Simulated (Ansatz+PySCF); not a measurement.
Results of a calculation; reference values are marked as such.
## Ansatz (development build ahead of 0.2.0) run

```yaml
crystal:
  periodic: [false, false, false]
  atoms:
    - { symbol: S, position_ang: [0.0, 0.0, 0.0] }
    - { symbol: S, position_ang: [1.28423, 1.7123, 3.70724] }
basis:
  gaussian: { orbitals: STO-3G }
total_charge: -1
magnetization:
  initial_magnetization: 1
hamiltonian:
  xc: hf
correlation:
  method: fci
  frozen_orbitals: { S: 5 }
```

The input is written out in the form of the current development build from the run's settings.

Output:

- Converged: yes
- Total energy: -786.00783 hartree
- State: lowest doublet root, of any spatial symmetry

Caution: no diffuse functions for an anion.
